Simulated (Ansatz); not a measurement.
## Computed against measured: atomisation enthalpy at 298 K

8 molecules, all hydrocarbons; the atomisation enthalpy at 298 K in kJ/mol, computed less measured. Shapes, held fixed at every level: PBE0-D4/def2-TZVP. Flexible molecules stand in one conformer, not always the lowest. Thermal terms are harmonic and unscaled (PBE0-D4/def2-TZVP); the spin-orbit lowering of the free atoms is taken from their spectra. Programs: Ansatz 0.2.0. Measured values: Active Thermochemical Tables, CRC Handbook of Chemistry and Physics.

Levels: A = MP2/def2-SVP; B = MP2/def2-TZVPP; C = CCSD(T)/def2-SVP; D = CCSD(T)/def2-TZVPP.

```json
{"molecule": "CH4 (methane)", "from tabulated heats": "1663", "A": "-85", "B": "-42", "C": "-68", "D": "-31"}
{"molecule": "C2H6 (ethane)", "from tabulated heats": "2826", "A": "-120", "B": "-57", "C": "-109", "D": "-58"}
{"molecule": "C4H6 (SMILES CC#CC)", "from tabulated heats": "4030", "A": "-116", "B": "-36", "C": "-165", "D": "-108"}
{"molecule": "C3H8 (propane)", "from tabulated heats": "3999", "A": "-156", "B": "-71", "C": "-151", "D": "-84"}
{"molecule": "C5H8 (methylenecyclobutane)", "from tabulated heats": "5207", "A": "-153", "B": "-53", "C": "-203", "D": "-131"}
{"molecule": "C5H8 (1,2-pentadiene)", "from tabulated heats": "5188", "A": "-165", "B": "-62", "C": "-207", "D": "-132"}
{"molecule": "C5H8 (1,4-pentadiene)", "from tabulated heats": "5223", "A": "-166", "B": "-62", "C": "-206", "D": "-132"}
{"molecule": "C5H10 (2-methyl-2-butene)", "from tabulated heats": "5806", "A": "-196", "B": "-80", "C": "-224", "D": "-137"}
```

(1) Sum up the errors.

Results:

(1) 
```
             level                   kind  mean error  mean absolute error  worst case
      MP2/def2-SVP    perturbation theory      -144.6                144.6       C5H10
    MP2/def2-TZVPP    perturbation theory       -57.9                 57.9       C5H10
  CCSD(T)/def2-SVP  coupled cluster or CI      -166.6                166.6       C5H10
CCSD(T)/def2-TZVPP  coupled cluster or CI      -101.6                101.6       C5H10
```

On this set MP2/def2-TZVPP has the smallest mean absolute error and CCSD(T)/def2-SVP the largest. MP2/def2-SVP is too low in 8 of 8; MP2/def2-TZVPP is too low in 8 of 8; CCSD(T)/def2-SVP is too low in 8 of 8; CCSD(T)/def2-TZVPP is too low in 8 of 8. Heats of the atoms come from ATcT where it has them. The levels differ in basis as well as in method. For MP2/def2-SVP and CCSD(T)/def2-SVP and CCSD(T)/def2-TZVPP the error tends to grow with the atomisation enthalpy. Correlated wave functions converge slowly with the basis. The set is small.
